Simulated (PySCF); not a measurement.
**Shieldings and the share of exact exchange**

Molecule: `InChI=1S/C3H4F2/c4-2-1-3(2)5/h2-3H,1H2/t2-,3-/m1/s1`.

Cartesian coordinates in Å; atom numbers follow the order of the lines, from 1:
```xyz
9

F     0.0498   -1.9132    0.3671
C    -0.0868   -0.7664   -0.3381
C     0.8007    0.3928   -0.0085
C    -0.6552    0.4188    0.3437
F    -1.4803    1.2308   -0.3565
H    -0.3586   -0.9333   -1.3860
H     1.5099    0.2783    0.8154
H     1.1368    1.0149   -0.8421
H    -0.9380    0.3179    1.3971
```

GIAO shieldings (ppm, equivalent atoms averaged) in PySCF 2.14.0 with density-fitted response routines on the PBE0-D3(BJ)/def2-SVP geometry, basis pcSseg-2, gas phase, non-relativistic:

| functional | exact exchange (%) | σ(F1/F5) | σ(C2/C4) | σ(C3) |
| --- | --- | --- | --- | --- |
| BLYP | 0 | 394.9 | 97.3 | 156.8 |
| BP86 | 0 | 399.4 | 102.3 | 161.4 |
| PBE | 0 | 397.5 | 102.3 | 161.6 |
| B3LYP | 20 | 408.0 | 104.3 | 161.8 |
| PBE0 | 25 | 412.9 | 110.6 | 167.4 |
| mPW1PW91 | 25 | 413.3 | 109.9 | 166.7 |
| HF | 100 | 444.3 | 128.2 | 178.1 |

Task: Fit each shielding as a line in the percentage of exact exchange.

Result: σ(F1/F5) = 398.6 + 0.47 x (rms 2.2 ppm); σ(C2/C4) = 101.1 + 0.28 x (rms 2.2 ppm); σ(C3) = 160.4 + 0.18 x (rms 2.1 ppm). The functionals also differ in their semilocal parts, which the line can't hold; Hartree–Fock has no correlation at all.

Task: What does the line predict for BHandHLYP (50 %), and what does the run give?

Result: σ(F1/F5): 422.1 predicted, 423.4 computed; σ(C2/C4): 115.1 predicted, 113.6 computed; σ(C3): 169.4 predicted, 168.2 computed ppm.
